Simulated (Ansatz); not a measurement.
Write a Python script for the Python package of Ansatz (0.2.0) that makes harmonic frequencies at the relaxed geometry of AlClF, SMILES [F][Al][Cl]. Level of theory (for the species named): CAM-B3LYP, 6-31G* basis, multiplicity 2.

```xyz
3

F    -1.0523    1.1557   -0.4588
Al   -0.4324   -0.4625   -0.2839
Cl    1.4737   -0.7580    0.7295
```

The script, `freq_alclf.py`:
```python
import ansatz as az
import numpy as np

geometry_ang = [
    ('F', (-1.0523, 1.1557, -0.4588)),
    ('Al', (-0.4324, -0.4625, -0.2839)),
    ('Cl', (1.4737, -0.758, 0.7295)),
]
alclf = az.Crystal.molecule()
for symbol, xyz in geometry_ang:
    alclf = alclf.atom(symbol, xyz)

model = alclf.calculation().basis(gaussian='6-31G*').functional('cam_b3lyp').spin('collinear', total=1)
symbols = [site.symbol for site in alclf.cartesian_sites]
start = np.array([site.position_ang for site in alclf.cartesian_sites], dtype=float)
rep = model.relax(force_tolerance=0.003, max_steps=100).run().report
end = np.array(rep['positions_ang'])

print('bond        before    after (A)')
for i, j in [(0, 1), (1, 2)]:
    d0, d1 = (np.linalg.norm(xyz[i] - xyz[j]) for xyz in (start, end))
    print(f'{symbols[i]}{i}-{symbols[j]}{j}'.ljust(10), f'{d0:8.4f} {d1:8.4f}')

minimum = az.Crystal.molecule()
for symbol, xyz in zip(symbols, end):
    minimum = minimum.atom(symbol, xyz.tolist())
vibrating = (
    minimum.calculation()
    .basis(gaussian='6-31G*')
    .functional('cam_b3lyp')
    .spin('collinear', total=1)
    .phonons(temperatures=(200, 600, 100))
)
vib = vibrating.run().report['vibrations']
sums = vib['harmonic_sums']
modes = [m['omega_inv_cm'] for m in sums['modes_at_gamma'] if m['rigid_motion'] == 'no']
print('frequencies (1/cm):', ' '.join(f'{w:.0f}' for w in modes))
print('imaginary modes:', sum(w < 0 for w in modes), ' zero-point energy:', round(sums['zero_point_energy_ev'], 4), 'eV')
print('T (K)   F_vib (eV)   S_vib (meV/K)   C_vib (meV/K)')
for row in zip(sums['temperatures_k'], sums['vibrational_free_energy_ev'], vib['entropy_ev_per_k'], vib['heat_capacity_ev_per_k']):
    print(f'{row[0]:6.1f} {row[1]:11.4f} {1000 * row[2]:13.4f} {1000 * row[3]:15.4f}')
```

Output of `python freq_alclf.py`:
```text
bond        before    after (A)
F0-Al1       1.7417   1.6475
Al1-Cl2      2.1789   2.1130
frequencies (1/cm): 194 502 881
imaginary modes: 0  zero-point energy: 0.0978 eV
T (K)   F_vib (eV)   S_vib (meV/K)   C_vib (meV/K)
 200.0      0.0924        0.0761          0.1116
 300.0      0.0820        0.1306          0.1577
 400.0      0.0664        0.1805          0.1885
 500.0      0.0461        0.2249          0.2084
 600.0      0.0216        0.2641          0.2213
```

The frequencies are harmonic and unscaled, in a modest basis. The result belongs to the one conformer reached from this start, and soft torsions count as harmonic oscillators. The species is open-shell (spin multiplicity 2). Timing: 20 s on 1 thread of Intel(R) Xeon(R) 6975P-C (Granite Rapids), with other jobs on the host, peak memory 0.22 GiB.

(Lines on the test bed's own set-up are left out of the output.)
